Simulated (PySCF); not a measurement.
**Computed and reference excited states of `C1=CC2=C(C=CO2)O1`**

Published values to compare with (the computed states carry no symmetry labels, so the two lists aren't matched line by line):

| state | E (eV) | f | kind of transition | source |
| --- | --- | --- | --- | --- |
| 3Bu(π→π*) | 3.58 |  | vertical absorption | [1] |
| 3Ag(π→π*) | 4.87 |  | vertical absorption | [1] |
| 1Au(Ryd) | 5.43 |  | vertical absorption | [1] |
| 1Bu(π→π*) | 5.46 |  | vertical absorption | [1] |
| 1Bg(Ryd) | 5.86 |  | vertical absorption | [1] |
| 1Bg(Ryd) | 5.99 |  | vertical absorption | [1] |
| 1Ag(π→π*) | 6.04 |  | vertical absorption | [1] |

[1] computed, CC3/aug-cc-pVTZ, gas; Loos, Jacquemin, bicyclic systems (2021), arXiv:2109.13894

Compound: C6H4O2.
InChI=1S/C6H4O2/c1-3-7-6-2-4-8-5(1)6/h1-4H

Method used: TDDFT CAM-B3LYP/def2-SVPD, vertical, gas phase, core orbitals frozen in the response in PySCF 2.14.0, density-fitted response routines. Geometry: PBE0-D3(BJ)/def2-SVP; no solvent, vibrations or thermal averaging.

Computed singlets: 5.39 eV (f 0.375); 6.07 eV (f 0.014); 6.43 eV (f 0.000); 6.57 eV (f 0.000); 6.58 eV (f 0.052); 6.81 eV (f 0.000); 6.96 eV (f 0.017); 7.52 eV (f 0.002); 7.62 eV (f 0.000); 7.62 eV (f 0.000). Computed triplets (Tamm–Dancoff): 3.42, 4.73, 5.25, 5.98 eV.

Q: How does the lowest computed singlet compare with the best estimate listed for the lowest singlet (vertical absorption)?

A: 5.39 eV against 5.43 eV for 1Au(Ryd) [1]: a difference of -0.04 eV. Geometry and basis of the two calculations needn't be the same.

Q: How does the lowest computed triplet compare with the best estimate listed for the lowest triplet (vertical absorption)?

A: 3.42 eV against 3.58 eV for 3Bu(π→π*) [1]: a difference of -0.16 eV. Geometry and basis of the two calculations needn't be the same.

All these states lie below the vertical ionisation energy of 8.15 eV (ΔSCF).
